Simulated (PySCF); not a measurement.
Disulfur monoxide, OS₂, SMILES O=S=S, point group Cs.

Level: PBE0/pcSseg-2 in PySCF (density fitting, grid level 2); geometry and Hessian at that level, cubic constants and property derivatives from steps of ±0.6 along each species' dimensionless normal coordinates, second-order vibrational perturbation theory. The parent has the commonest isotopes.

Equilibrium geometry (Å):

```
atom        x        y        z
  O1  -1.3220  -0.2491   0.2100
  S2  -0.1719   0.3933  -0.4089
  S3   1.5398  -0.1543   0.1486
```

An isotope shift is δ(isotopologue) − δ(parent), that is, the negative of the change in the averaged GIAO shielding; n counts bonds from the nearest label (0: the labelled atom itself). These are computed values; those of heavy atoms are rounded to 5 ppb, about the numerical noise.

What isotope shifts arise with ¹⁷O at 1?


| nucleus | n | 0 K (ppb) | 300 K (ppb) |
| --- | --- | --- | --- |
| O1 | 0 | -345 | -325 |
| S2 | 1 | -155 | -130 |
| S3 | 2 | -260 | -215 |

What isotope shifts arise with ³⁴S at 2?


```json
{"nucleus": "S2", "n": "0", "0 K (ppb)": "-140", "300 K (ppb)": "-120"}
{"nucleus": "O1", "n": "1", "0 K (ppb)": "-230", "300 K (ppb)": "-210"}
{"nucleus": "S3", "n": "1", "0 K (ppb)": "-425", "300 K (ppb)": "-350"}
```

What isotope shifts arise with ¹⁷O at 1, ³⁴S at 2?


| nucleus | n | 0 K (ppb) | 300 K (ppb) |
| --- | --- | --- | --- |
| O1 | 0 | -585 | -535 |
| S2 | 0 | -295 | -255 |
| S3 | 1 | -690 | -570 |
